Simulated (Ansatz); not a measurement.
YClO, triplet: from triple and quadruple zeta to the limit

| atom | x (Å) | y (Å) | z (Å) |
| --- | --- | --- | --- |
| Y | 0.0000 | -0.3408 | -0.4244 |
| O | 0.0000 | 1.1295 | -1.8562 |
| Cl | 0.0000 | 0.3450 | 1.9018 |

Connectivity, by distances: O–Y–Cl.

Ansatz 0.2.0, UHF determinant, valence electrons correlated, core potentials past Kr. Energies in eV.

```
       set  X  functions  Hartree–Fock  MP2 correlation  CCSD(T) correlation                                                                                                             time
def2-TZVPP  3        129   -15575.1357         -11.4463             -12.6427  22 s on 1 × NVIDIA H100 80GB HBM3 with 1 thread of AMD EPYC 7R13 Processor (Zen 3), with other jobs on the host
def2-QZVPP  4        208   -15575.6538         -12.5325             -13.7285                 52 s on 1 × NVIDIA H100 80GB HBM3 with 1 thread of AMD EPYC 7R13 Processor (Zen 3) (shared host)
```

Hartree–Fock is taken to follow E(X) = E∞ + A·exp(−7.88·√X), correlation E(X) = E∞ + B·X^−2.97.

Cautions: no spin-orbit coupling; outer-core shells of the metal frozen; another spin lies lower.

Q: Work out the CCSD(T) energy at the limit, and how far the shortcut misses it that extrapolates MP2 and adds CCSD(T) minus MP2 from the smaller set.

A: Hartree–Fock: E∞ = E4 + 0.1377·(E4 − E3) = -15575.7252. Correlation: E∞ = E4 + 0.7407·(E4 − E3) = -14.5329 for CCSD(T) and -13.3371 for MP2. The limit is -15590.2581 eV, 0.876 eV below def2-QZVPP. The shortcut gives a correlation energy of -13.3371 + (-1.1963) = -14.5335, 1 meV lower than the direct value.

Past Ne part of the Hartree–Fock step between the two sets comes from the cores, which don't follow the formula, so the 71 meV that it adds to the total can overshoot; that part largely cancels in differences.

The exponents were fitted on light atoms, and def2 sets of heavy atoms don't grow evenly, so the limit is rough here.
